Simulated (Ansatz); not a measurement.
One elementary step

Start structure (AlSiH₆Cl, closed shell), relaxed at PBE0-D4/def2-TZVP:

```csv
atom,x (Å),y (Å),z (Å)
Al1,-1.3010,-0.0609,-0.5042
Si2,1.1094,-0.5980,-0.3737
H3,-1.7832,1.0332,-1.5489
H4,-2.3414,-1.0644,0.1527
H5,0.2508,1.1725,1.5347
Cl6,-0.9999,1.5196,1.5431
H7,1.9447,-0.1776,-1.5345
H8,1.6642,0.1903,0.7957
H9,1.4563,-2.0144,-0.0647
```

The step: AlSiH₆Cl ([SiH3][AlH2][ClH]) → AlSiH₄Cl ([SiH2][AlH2][Cl]) + H₂; bonds formed: Si2–H5, H5–H8; dative contacts that become bonds: Al1–Cl6; bonds broken: Si2–H8, H5–Cl6. Computed with Ansatz 0.2.0 (basis: def2-TZVPP and def2-QZVPP); correlated methods freeze the cores. Extrapolation: Hartree–Fock as exp(−7.88 √X), correlation as X^−2.97. Energies below are by CCSD(T) at an estimated basis limit (MP2 extrapolated from triple and quadruple zeta, plus CCSD(T) − MP2 in triple zeta).

What are the electronic barrier and the energy of the step, from the start structure to the end structure? (An estimate is asked for; the value comes from the calculation.)

The calculation gives: Barrier 0.327 eV; step energy 0.084 eV (uphill); reverse barrier, their difference, 0.243 eV. Barrier and step energy count from the start structure, the reverse barrier from the end structure.

The saddle point: One imaginary mode of 501i cm⁻¹.
| pair | start (Å) | saddle (Å) | end (Å) |
| --- | --- | --- | --- |
| Al1–Cl6 | 2.60 | 2.31 | 2.19 |
| Si2–H5 | 2.74 | 2.00 | 1.81 |
| H5–H8 | 1.87 | 0.96 | 0.81 |
| Si2–H8 | 1.52 | 1.65 | 1.81 |
| H5–Cl6 | 1.30 | 1.66 | 2.36 |

Zero-point energy (harmonic, PBE0-D4): ZPE is 1.263 eV at the start and 1.226 eV at the saddle, so the barrier goes from 0.327 to 0.290 eV.

No T1 diagnostic of these runs exceeds 0.012. The end structure is not quite a true minimum (one mode of 32i cm⁻¹).

Labels in which every atom is bracketed show which atoms are joined, not bond orders.

For scale, one of the runs: CCSD(T)/def2-TZVPP, 210 basis functions, launched by `ansatz run in.yaml --threads 2 --pin off --events-out ev --progress --plain --max-ram 4352MiB`. Hardware: 2 CPU threads of an Arm Neoverse V2, shared host. Wall time 38 s; peak host memory 2.5 GiB.
